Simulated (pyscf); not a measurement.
Structures and frequencies: ωB97X-D3(BJ)/def2-SVP in PySCF.

### Question
`[NH2][In]([SH])[Cl]` + `[ClH]` → `[NH2][In]([Cl])[Cl]` + `[SH2]`
Surface: singlet. Broken: In–S, Cl–H. Formed: Cl–In, H–S. Give ΔE‡ and ΔE from ωB97M-D3(BJ)/def2-TZVP, relative to the separated reactants.

### Answer
ΔE‡ = -0.6 kcal/mol, ΔE = -6.0 kcal/mol. Zero-point energy shifts the barrier by -0.2 kcal/mol. It is a four-centre exchange, with an imaginary mode of 639i cm⁻¹. On the reactant side the descent ends in an adduct with a Cl–In contact, 8.1 kcal/mol under the separated species and 3.5 kcal/mol under the saddle at ωB97X-D3(BJ)/def2-TZVP. On the product side the descent ends in an adduct with a In–S contact, 17.3 kcal/mol under the separated species and 17.8 kcal/mol under the saddle at ωB97X-D3(BJ)/def2-TZVP. At ωB97M-D3(BJ) the saddle lies under the separated reactants, which points to a path from their complex (located at ωB97X-D3(BJ) alone). What is counted as formed (Cl–In) is already present as a longer contact in the reactant adduct; forming that adduct is a step of its own. What is counted as broken (In–S) persists as a longer contact in the product adduct; parting that adduct is a step of its own. At ωB97X-D3(BJ)/def2-TZVP the barrier from the zero used here is -4.6 kcal/mol. One saddle was located; it need not be the lowest between these sides. Elements past Kr carry the def2 core potentials, without spin-orbit coupling.
